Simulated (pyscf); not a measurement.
Routes from H₃C–CH₂–NH• (SMILES CC[NH])

Candidate steps break at most two bonds and form at most two. Each was searched with GFN2-xTB (tblite) first. Optimised with ωB97X-D3(BJ)/def2-SVP in PySCF. Correlated levels are frozen-core, on RHF or UHF. ΔMP2 is the change of the MP2 total energy from the triple- to the quadruple-zeta basis. Energies: CCSD(T)/def2-TZVPP + ΔMP2(QZVPP), kcal/mol, from the reactant's lowest minimum found, doublet surface.

```tsv
products	type	ΔE‡	ΔE	ΔG‡ 298 K	ΔG‡ 900 K	ν‡ (cm⁻¹)
H₂C=NH + CH₃•	bond scission	29.2	+23.1	26.4	25.2	440i
•H₂C–CH₂–NH₂	hydrogen shift	37.1	+1.2	35.1	37.4	2159i
```

Plain bond fissions and candidates not yet searched are not listed, and one of them may be faster. Each barrier is that of the saddle found; lower ones may exist. The CCSD(T) − MP2 part came from Ansatz, without density fitting, on the same reference. A UHF reference is spin-contaminated (<S²> up to 0.97), which harms MP2 most.
